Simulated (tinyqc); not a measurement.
Inside a calculation. Method: LCCD on RHF in the sto-3g basis, for HF, spin multiplicity 1. Computed by tinyqc, a small Python program that keeps every step (integrals from PySCF). Settings: charge = 0, multiplicity = 1, basis = sto-3g, method = RHF, energy threshold = 1e-10, iteration cap = 82, orthogonalisation = symmetric, start = Wolfsberg-Helmholz matrix, DIIS depth = 6, amplitude equations = LCCD, DIIS depth for amplitudes = 6, cap on updates = 82. Command: `OMP_NUM_THREADS=1 python tinyqc.py 22049 22050 out.jsonl` (the two numbers bound the seeds that draw the settings). One thread of a shared host (Intel(R) Xeon(R) Processor @ 2.60GHz), about 0.09 s of CPU time with the checks. The early iterations of the SCF are left out here.

## One-electron integrals

Geometry (angstrom):
```
atom        x        y        z
F     0.00000  0.00000  0.00000
H     0.00000  0.00000  0.96900
```

Basis sto-3g: exponents (1/bohr^2) and contraction coefficients of normalised primitives:
```
element  l (shell)   exponent  coefficient
F            s (1)  166.67913      0.15433
F            s (1)   30.36081      0.53533
F            s (1)    8.21682      0.44463
F            s (2)    6.46480     -0.09997
F            s (2)    1.50228      0.39951
F            s (2)    0.48859      0.70012
F            p (3)    6.46480      0.15592
F            p (3)    1.50228      0.60768
F            p (3)    0.48859      0.39196
H            s (1)    3.42525      0.15433
H            s (1)    0.62391      0.53533
H            s (1)    0.16886      0.44463
```

Overlap, kinetic and nuclear-attraction integrals over the contracted functions; the nuclear repulsion is the sum of Za Zb / Rab.

nuclear repulsion = 4.9149586 hartree

overlap S, lower triangle:
```
          1F 1s    1F 2s   1F 2px   1F 2py   1F 2pz    2H 1s
1F 1s   1.00000
1F 2s   0.23799  1.00000
1F 2px  0.00000  0.00000  1.00000
1F 2py  0.00000  0.00000  0.00000  1.00000
1F 2pz  0.00000  0.00000  0.00000  0.00000  1.00000
2H 1s   0.04371  0.41474  0.00000  0.00000  0.33091  1.00000
```

kinetic energy T (hartree), lower triangle:
```
           1F 1s    1F 2s   1F 2px   1F 2py   1F 2pz    2H 1s
1F 1s   36.98458
1F 2s   -0.21286  1.03800
1F 2px   0.00000  0.00000  3.24801
1F 2py   0.00000  0.00000  0.00000  3.24801
1F 2pz   0.00000  0.00000  0.00000  0.00000  3.24801
2H 1s   -0.00317  0.10246  0.00000  0.00000  0.23504  0.76003
```

nuclear attraction V (hartree), lower triangle:
```
            1F 1s      1F 2s     1F 2px     1F 2py     1F 2pz     2H 1s
1F 1s   -77.55569
1F 2s    -9.30678  -12.08444
1F 2px    0.00000    0.00000  -11.95749
1F 2py    0.00000    0.00000    0.00000  -11.95749
1F 2pz   -0.01348   -0.16329    0.00000    0.00000  -12.05982
2H 1s    -1.75903   -3.83224    0.00000    0.00000   -2.70272  -5.97097
```

core Hamiltonian H = T + V (hartree), lower triangle:
```
            1F 1s      1F 2s    1F 2px    1F 2py    1F 2pz     2H 1s
1F 1s   -40.57111
1F 2s    -9.51963  -11.04644
1F 2px    0.00000    0.00000  -8.70948
1F 2py    0.00000    0.00000   0.00000  -8.70948
1F 2pz   -0.01348   -0.16329   0.00000   0.00000  -8.81180
2H 1s    -1.76220   -3.72978   0.00000   0.00000  -2.46767  -5.21094
```

## Two-electron integrals

Functions are numbered as in S; the eight-fold symmetry (ij|kl) = (ji|kl) = (kl|ij) leaves the list below.

Two-electron integrals (ij|kl) in chemists' order, unique and non-zero (hartree):
```
(11|11) 5.40350   (21|11) 0.84192   (21|21) 0.15630   (22|11) 1.26803
(22|21) 0.29234   (22|22) 0.92617   (31|31) 0.02800   (32|31) 0.04317
(32|32) 0.20459   (33|11) 1.26450   (33|21) 0.29240   (33|22) 0.92596
(33|33) 0.99751   (41|41) 0.02800   (42|41) 0.04317   (42|42) 0.20459
(43|43) 0.05377   (44|11) 1.26450   (44|21) 0.29240   (44|22) 0.92596
(44|33) 0.88997   (44|44) 0.99751   (51|51) 0.02800   (52|51) 0.04317
(52|52) 0.20459   (53|53) 0.05377   (54|54) 0.05377   (55|11) 1.26450
(55|21) 0.29240   (55|22) 0.92596   (55|33) 0.88997   (55|44) 0.88997
(55|55) 0.99751   (61|11) 0.15705   (61|21) 0.02890   (61|22) 0.05367
(61|33) 0.05359   (61|44) 0.05359   (61|51) 0.00119   (61|52) 0.00222
(61|55) 0.05384   (61|61) 0.00540   (62|11) 0.38529   (62|21) 0.08997
(62|22) 0.31657   (62|33) 0.31202   (62|44) 0.31202   (62|51) 0.00612
(62|52) 0.04711   (62|55) 0.32535   (62|61) 0.01686   (62|62) 0.13156
(63|31) 0.00957   (63|32) 0.05612   (63|53) 0.00999   (63|63) 0.01981
(64|41) 0.00957   (64|42) 0.05612   (64|54) 0.00999   (64|64) 0.01981
(65|11) 0.25679   (65|21) 0.06075   (65|22) 0.22887   (65|33) 0.21899
(65|44) 0.21899   (65|51) 0.01319   (65|52) 0.08857   (65|55) 0.24839
(65|61) 0.01188   (65|62) 0.11658   (65|65) 0.12235   (66|11) 0.52660
(66|21) 0.12499   (66|22) 0.50626   (66|33) 0.48863   (66|44) 0.48863
(66|51) 0.01103   (66|52) 0.11859   (66|55) 0.54093   (66|61) 0.02359
(66|62) 0.26547   (66|65) 0.27325   (66|66) 0.77461
```

## Orthogonalisation

S = U s U^T; symmetric (Loewdin) form X = U s^(-1/2) U^T, so that X^T S X = 1.

eigenvalues of S: 0.44863  0.84565  1.00000  1.00000  1.12563  1.58008

X, lower triangle:
```
           1F 1s     1F 2s   1F 2px   1F 2py    1F 2pz    2H 1s
1F 1s    1.02317
1F 2s   -0.13197   1.10791
1F 2px   0.00000   0.00000  1.00000
1F 2py   0.00000   0.00000  0.00000  1.00000
1F 2pz  -0.00666   0.06691  0.00000  0.00000   1.05222
2H 1s    0.02125  -0.25982  0.00000  0.00000  -0.20348  1.13520
```

## Iteration 7 (converged): orbitals

converged F (hartree), lower triangle:
```
            1F 1s     1F 2s    1F 2px    1F 2py    1F 2pz     2H 1s
1F 1s   -25.89504
1F 2s    -6.62310  -3.03942
1F 2px    0.00000   0.00000  -0.46285
1F 2py    0.00000   0.00000   0.00000  -0.46285
1F 2pz   -0.02260  -0.08265   0.00000   0.00000  -0.33133
2H 1s    -1.23618  -1.05182   0.00000   0.00000  -0.55574  -0.53130
```

Diagonalise F' = X^T F X, C = X C', fill 5 alpha and 5 beta electrons from the bottom; D = 2 C_occ C_occ^T. Each column has its largest component positive (the first on a tie).

F' = X^T F X (hartree), lower triangle:
```
           1         2         3         4         5         6
1  -25.42104
2   -3.40979  -1.75413
3    0.00000   0.00000  -0.46285
4    0.00000   0.00000   0.00000  -0.46285
5   -0.04961   0.09384   0.00000   0.00000  -0.14574
6   -0.16526  -0.52830   0.00000   0.00000  -0.55516  -0.03311
```

orbital energies (hartree): MO1 -25.90475, MO2 -1.45625, MO3 -0.56953, MO4 -0.46285, MO5 -0.46285, MO6 0.57651

coefficients C:
```
             MO1       MO2       MO3       MO4      MO5       MO6
1F 1s    0.99476  -0.25118   0.07679   0.00000  0.00000   0.07908
1F 2s    0.02214   0.95017  -0.40261   0.00000  0.00000  -0.50147
1F 2px   0.00000   0.00000   0.00000  -0.24934  0.96842   0.00000
1F 2py   0.00000   0.00000   0.00000   0.96842  0.24934   0.00000
1F 2pz   0.00258   0.07446   0.69679   0.00000  0.00000  -0.81364
2H 1s   -0.00519   0.14760   0.53777   0.00000  0.00000   1.04261
```

D after iteration 7, lower triangle:
```
           1F 1s     1F 2s   1F 2px   1F 2py   1F 2pz    2H 1s
1F 1s    2.11708
1F 2s   -0.49511   2.13080
1F 2px   0.00000   0.00000  2.00000
1F 2py   0.00000   0.00000  0.00000  2.00000
1F 2pz   0.07474  -0.41947  0.00000  0.00000  0.98213
2H 1s   -0.00189  -0.15276  0.00000  0.00000  0.77138  0.62202
```

Within a degenerate level the vectors are fixed only up to a rotation; this is one choice.

## Convergence

Stop when the energy changes by less than 1e-10 hartree and every element of the error matrix X^T (F D S - S D F) X is below 3e-06.

Course of the cycle:
```
iteration  E (hartree)     change  largest element of the error matrix
1          -98.3051637          -                             4.95e-01
2          -98.5526744  -2.48e-01                             1.23e-01
3          -98.5724473  -1.98e-02                             1.76e-02
4          -98.5726142  -1.67e-04                             1.77e-03
5          -98.5726162  -2.03e-06                             5.35e-05
6          -98.5726162  -1.62e-09                             3.22e-06
7          -98.5726162  -6.11e-12                             3.40e-10
```

PySCF RHF in the same basis = -98.5726162 hartree

Converged in 7 iterations.

## Integrals over molecular orbitals

(pq|rs) = sum C_ip C_jq C_kr C_ls (ij|kl), one index at a time.

one-electron integrals over orbitals h = C^T H C (hartree), lower triangle:
```
           1         2         3         4         5         6
1  -40.55300
2    0.70577  -9.14333
3   -0.20602   0.56062  -7.51608
4    0.00000   0.00000   0.00000  -8.70948
5    0.00000   0.00000   0.00000   0.00000  -8.70948
6   -0.21579   1.14318   1.91326   0.00000   0.00000  -6.10983
```

Two-electron integrals over orbitals (pq|rs), unique and non-zero (hartree):
```
(11|11) 5.36271    (21|11) -0.50682   (21|21) 0.07573    (22|11) 1.20365
(22|21) -0.02015   (22|22) 0.85757    (31|11) 0.15445    (31|21) -0.02132
(31|22) 0.01247    (31|31) 0.02239    (32|11) -0.14375   (32|21) 0.00826
(32|22) -0.02381   (32|31) 0.02092    (32|32) 0.15583    (33|11) 0.98976
(33|21) -0.01073   (33|22) 0.74851    (33|31) -0.00505   (33|32) -0.04451
(33|33) 0.75595    (41|41) 0.02960    (42|41) 0.03919    (42|42) 0.18185
(43|41) -0.01098   (43|42) -0.04134   (43|43) 0.04647    (44|11) 1.26401
(44|21) -0.01451   (44|22) 0.88011    (44|31) 0.00449    (44|32) -0.07720
(44|33) 0.74630    (44|44) 0.99751    (51|51) 0.02960    (52|51) 0.03919
(52|52) 0.18185    (53|51) -0.01098   (53|52) -0.04134   (53|53) 0.04647
(54|54) 0.05377    (55|11) 1.26401    (55|21) -0.01451   (55|22) 0.88011
(55|31) 0.00449    (55|32) -0.07720   (55|33) 0.74630    (55|44) 0.88997
(55|55) 0.99751    (61|11) 0.16038    (61|21) -0.02598   (61|22) 0.00061
(61|31) -0.00897   (61|32) -0.02495   (61|33) 0.01164    (61|44) 0.00442
(61|55) 0.00442    (61|61) 0.02510    (62|11) -0.23464   (62|21) 0.00524
(62|22) -0.12486   (62|31) -0.02020   (62|32) -0.04965   (62|33) -0.03546
(62|44) -0.12294   (62|55) -0.12294   (62|61) 0.01613    (62|62) 0.09612
(63|11) -0.36401   (63|21) 0.00634    (63|22) -0.17361   (63|31) 0.00216
(63|32) 0.09424    (63|33) -0.12050   (63|44) -0.20182   (63|55) -0.20182
(63|61) -0.00631   (63|62) 0.05506    (63|63) 0.18273    (64|41) -0.01032
(64|42) -0.04094   (64|43) -0.01557   (64|64) 0.03126    (65|51) -0.01032
(65|52) -0.04094   (65|53) -0.01557   (65|65) 0.03126    (66|11) 0.88247
(66|21) -0.00902   (66|22) 0.67748    (66|31) 0.01529    (66|32) 0.06830
(66|33) 0.66859    (66|44) 0.64893    (66|55) 0.64893    (66|61) -0.00951
(66|62) -0.06584   (66|63) -0.01565   (66|66) 0.71077
```

## LCCD: starting amplitudes

t_ij^ab = <ij||ab> / (e_i + e_j - e_a - e_b), whose energy is MP2.

Starting amplitudes (spin orbitals 1a, 1b, ...; amplitudes related by a flip of all spins are not repeated):
```
from      to         t
3a 3b  6a 6b  -0.07972
2a 2b  6a 6b  -0.02364
2a 3b  6a 6b  -0.01732
4a 4b  6a 6b  -0.01504
5a 5b  6a 6b  -0.01504
1a 2b  6a 6b  -0.00057
1a 1b  6a 6b  -0.00047
1a 3b  6a 6b   0.00023
```

correlation energy = -0.0197208 hartree

## LCCD: amplitude update 1

t_ij^ab D_ij^ab are set to the remaining terms of the spin-orbital equations, evaluated with the old amplitudes; for the doubles these are <ij||ab> + 1/2 <ab||ef> t_ij^ef + 1/2 <mn||ij> t_mn^ab + P(ij)P(ab) <mb||ej> t_im^ae, D the orbital-energy denominators (linear CCD).

Amplitudes after update 1 (spin orbitals 1a, 1b, ...; amplitudes related by a flip of all spins are not repeated):
```
from      to         t
3a 3b  6a 6b  -0.10868
2a 3b  6a 6b  -0.02602
2a 2b  6a 6b  -0.02565
4a 4b  6a 6b  -0.01743
5a 5b  6a 6b  -0.01743
1a 2b  6a 6b  -0.00049
1a 1b  6a 6b  -0.00039
1a 3b  6a 6b   0.00014
```

correlation energy = -0.0263060 hartree

## LCCD: amplitude update 2

As before.

Amplitudes after update 2 (spin orbitals 1a, 1b, ...; amplitudes related by a flip of all spins are not repeated):
```
from      to         t
3a 3b  6a 6b  -0.12005
2a 3b  6a 6b  -0.02947
2a 2b  6a 6b  -0.02525
4a 4b  6a 6b  -0.01784
5a 5b  6a 6b  -0.01784
1a 2b  6a 6b  -0.00046
1a 1b  6a 6b  -0.00038
1a 3b  6a 6b   0.00010
```

correlation energy = -0.0287499 hartree

## LCCD: amplitude update 3

t_ij^ab D_ij^ab are set to the remaining terms of the spin-orbital equations, evaluated with the old amplitudes; for the doubles these are <ij||ab> + 1/2 <ab||ef> t_ij^ef + 1/2 <mn||ij> t_mn^ab + P(ij)P(ab) <mb||ej> t_im^ae, D the orbital-energy denominators (linear CCD). DIIS then mixes the stored amplitudes.

DIIS coefficients: -0.66087  1.66087

Amplitudes after update 3 (spin orbitals 1a, 1b, ...; amplitudes related by a flip of all spins are not repeated):
```
from      to         t
3a 3b  6a 6b  -0.12764
2a 3b  6a 6b  -0.03166
2a 2b  6a 6b  -0.02460
4a 4b  6a 6b  -0.01796
5a 5b  6a 6b  -0.01796
1a 2b  6a 6b  -0.00045
1a 1b  6a 6b  -0.00038
1a 3b  6a 6b   0.00008
```

correlation energy = -0.0303225 hartree

## LCCD: convergence

E_corr = 1/4 sum <ij||ab> t_ij^ab; stop when the norm of the change is below 1e-8.

Course of the amplitude iterations:
```
update  correlation energy (hartree)  norm of the change
0                         -0.0197208                   -
1                         -0.0263060            6.34e-02
2                         -0.0287499            2.48e-02
3                         -0.0303225            9.90e-03
4                         -0.0303193            2.36e-04
5                         -0.0303188            1.72e-05
6                         -0.0303188            3.58e-07
7                         -0.0303188            3.44e-08
8                         -0.0303188            2.67e-10
```

Converged amplitudes (spin orbitals 1a, 1b, ...; amplitudes related by a flip of all spins are not repeated):
```
from      to         t
3a 3b  6a 6b  -0.12772
2a 3b  6a 6b  -0.03161
2a 2b  6a 6b  -0.02449
4a 4b  6a 6b  -0.01793
5a 5b  6a 6b  -0.01793
1a 2b  6a 6b  -0.00045
1a 1b  6a 6b  -0.00038
1a 3b  6a 6b   0.00008
```

LCCD total energy = -98.6029350 hartree

Converged in 8 updates, with DIIS from the third.
